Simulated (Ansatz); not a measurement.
H₄P₂, SMILES `PP` at its PBE0-D4/def2-TZVP geometry, where that method's forces vanish. Charge 0, multiplicity 1.

```xyz
6

P    -0.8901    0.4154    0.5247
P     0.8910   -0.4116   -0.5262
H    -0.6373   -0.3168    1.7172
H    -0.1867    1.5503    1.0139
H     0.6341    0.3133   -1.7223
H     0.1890   -1.5507   -1.0074
```

What forces (eV/Å) does ωB97M-V/def2-TZVPP give on these atoms in Ansatz 0.2.0? (An estimate is asked.)

Computed: 
```
P1   0.073  0.042  0.158
P2  -0.073 -0.043 -0.158
H3  -0.020  0.068 -0.114
H4  -0.062 -0.109 -0.048
H5   0.020 -0.067  0.114
H6   0.062  0.109  0.047
```
